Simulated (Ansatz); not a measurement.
Structure relaxation of Ti₃Re

Computed with Ansatz, DFT PBE, scalar-relativistic, plane waves, PAW. Cutoff 420 eV, Γ-centred k mesh, Gaussian smearing, no spin polarisation in the final step.

Ti₃Re was placed on the Cu3Au (L1_2) structure type (Pm-3m, No. 221), with Re in place of Au, Ti in place of Cu, at a guessed volume.

```
CELL_PARAMETERS angstrom
3.84027 0.00000 0.00000
0.00000 3.84027 0.00000
0.00000 0.00000 3.84027
ATOMIC_POSITIONS crystal
Ti 0.00000 0.50000 0.50000
Ti 0.50000 0.00000 0.50000
Ti 0.50000 0.50000 0.00000
Re 0.00000 0.00000 0.00000
```

Steps on the 4×4×4 mesh (4 atoms). 4 of 4 steps are shown, and the free energy counts from the last. Trial steps that were taken back and renewals of the plane-wave basis can be among the rows.

```tsv
step	ΔF (meV/atom)	V (Å³/atom)	P (GPa)
1	166.0	14.16	28.40
2	1.4	16.33	-0.97
3	1.1	16.25	-0.16
4	0.0	16.25	-0.06
```

A final relaxation ran on a 12×12×12 mesh. The relaxed crystal, Pm-3m (No. 221):

```
Ti Re
1.0
     4.02195    0.00000    0.00000
     0.00000    4.02195    0.00000
     0.00000    0.00000    4.02195
Ti Re
3 1
Cartesian
  0.0000 2.0110 2.0110
  2.0110 0.0000 2.0110
  2.0110 2.0110 0.0000
  0.0000 0.0000 0.0000
```

```yaml
Volume_per_atom: 16.26 Å³
Density: 8.42 g/cm³
Energy_over_the_elements: 0.01 eV/atom
Gap_on_the_12×12×12_mesh: 0 eV (a metal)
```

Energies over the elements count from the elements' standard structures at the same level, with no empirical corrections.

The final run used a 12×12×12 mesh on its 4-atom cell and 0.10 eV smearing. For metals, differences of a few meV/atom aren't resolved. Spin–orbit coupling is left out.

A structure relaxed within its symmetry needn't be a true minimum.

Cost: 3 runs of about 0.4 core-minutes in all, on Intel Xeon 6975P-C (Granite Rapids) (shared hosts).